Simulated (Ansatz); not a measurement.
Solid bromine, treated with rVV10 (Ansatz, a quantum-chemistry and plane-wave program, PAW).

Settings: plane-wave cutoff 520 eV, 10×10×4 k mesh (along the axes of the cell as run), Fermi–Dirac smearing 0.01 eV, scalar-relativistic PAW data made under PBE.

Properties against volume:

Shape and atoms are relaxed at each volume.

```json
[
 {"V (Å³/atom)": "29.577", "P (GPa)": "0.74", "direct gap at Γ (eV)": "1.272", "smallest gap on the k mesh (eV)": "1.120", "c (Å)": "8.597"},
 {"V (Å³/atom)": "30.193", "P (GPa)": "0.34", "direct gap at Γ (eV)": "1.253", "smallest gap on the k mesh (eV)": "1.133", "c (Å)": "8.624"},
 {"V (Å³/atom)": "30.809", "P (GPa)": "0.00", "direct gap at Γ (eV)": "1.232", "smallest gap on the k mesh (eV)": "1.134", "c (Å)": "8.653"},
 {"V (Å³/atom)": "31.425", "P (GPa)": "-0.29", "direct gap at Γ (eV)": "1.231", "smallest gap on the k mesh (eV)": "1.149", "c (Å)": "8.666"},
 {"V (Å³/atom)": "32.041", "P (GPa)": "-0.52", "direct gap at Γ (eV)": "1.224", "smallest gap on the k mesh (eV)": "1.159", "c (Å)": "8.684"}
]
```

The fundamental gap (1.13 eV at the equilibrium volume, with added k points) lies elsewhere than Γ–Γ.

Note: the bulk modulus comes from volumes at which shape and atoms were relaxed.

Spin–orbit coupling is not included.
